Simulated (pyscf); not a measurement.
# Four-centre exchange: HO–Si(OH)(OH)–F (SMILES O[Si](O)(O)F) + HF (SMILES F) → HO–Si(OH)(OH)–F (SMILES O[Si](O)(O)F) + HF (SMILES F)

Gas phase, singlet surface, charge 0. Bonds broken: Si2–F9, F5–H10. Bonds formed: Si2–F5, F9–H10. PySCF, gas phase, ωB97X-D3(BJ)/def2-SVP geometries.

Transition state (Å):

```xyz
10

O     -0.4989     1.5998    -0.8821
Si    -0.8228     0.0954    -0.2520
O      0.4552    -0.7491    -0.8741
O     -2.4135    -0.0493    -0.6462
F     -1.0642    -1.2256     1.0127
H      0.4270     1.7509    -1.0981
H      0.5249    -1.6547    -0.5524
H     -2.6745     0.6581    -1.2485
F     -0.5548     0.7820     1.5327
H     -0.7986    -0.2232     1.7470
```

One imaginary mode, 397i cm⁻¹; descent along it reached the two sides named, in the forms told below.

```
bond    change  reactant side (Å)  saddle  product side
------  ------  -----------------  ------  ------------
Si2–F9  breaks              1.645   1.931           3.2
F5–H10  breaks              0.937   1.271         1.738
Si2–F5   forms                3.2   1.845         1.654
F9–H10   forms              1.755   1.056         0.937
```

Electronic energies relative to the separated reactants (eV):

| level | barrier | reaction energy | reverse barrier |
|---|---|---|---|
| ωB97X-D3(BJ)/def2-TZVP | 1.11 | 0.00 | 1.11 |
| PBE/def2-TZVP | 0.92 | 0.00 | 0.92 |
| r²SCAN/def2-TZVP | 0.96 | 0.00 | 0.96 |
| B3LYP-D3(BJ)/def2-TZVP | 1.13 | 0.00 | 1.13 |
| PBE0-D3(BJ)/def2-TZVP | 1.04 | 0.00 | 1.04 |
| M06-2X/def2-TZVP | 1.12 | 0.00 | 1.12 |
| ωB97M-D3(BJ)/def2-TZVP | 1.08 | 0.00 | 1.08 |
| HF/def2-TZVP | 1.88 | 0.00 | 1.88 |

With ωB97M-D3(BJ)/def2-TZVP energies and thermal terms (ideal gas, 1 atm, RRHO with modes under 100 cm⁻¹ raised to 100, one conformer, R ln 2 for chiral ones without a mode under 150 cm⁻¹), in eV:

```
T (K)   ΔH‡   ΔG‡    ΔH    ΔG
-----  ----  ----  ----  ----
298    1.09  1.60  0.00  0.00
600    1.06  2.12  0.00  0.00
900    1.06  2.65  0.00  0.00
1200   1.07  3.18  0.00  0.00
```

On the reactant side the descent ends in a complex, 0.32 eV under the separated species and 1.43 eV under the saddle at ωB97X-D3(BJ)/def2-TZVP. On the product side the descent ends in a complex, 0.31 eV under the separated species and 1.42 eV under the saddle at ωB97X-D3(BJ)/def2-TZVP. The same reactants have a lower exit, to HO–Si(OH)(F)–F + H₂O (barrier +0.45 eV at ωB97M-D3(BJ)/def2-TZVP, against +1.08 eV here). One saddle was located; it need not be the lowest between these sides.
